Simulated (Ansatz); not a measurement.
A calculation with Ansatz (development build ahead of 0.2.0).

```yaml
crystal:
  periodic: [false, false, false]
  atoms:
    - { symbol: O, position_ang: [-0.04156, 0.00105, -0.08378] }
    - { symbol: H, position_ang: [0.02187, 0.02047, 0.71078] }
basis:
  gaussian: { orbitals: def2-SVP }
total_charge: -1
hamiltonian:
  xc: hf
```

The input is written out in the form of the current development build from the run's settings.

Results

| Quantity | Value |
| --- | --- |
| Converged | yes |
| Total energy | -75.23021 hartree |
| Spin squared of the determinant | 0.000 |

Caution: no unrestricted run beside it, a lower state can exist; no diffuse functions for an anion.
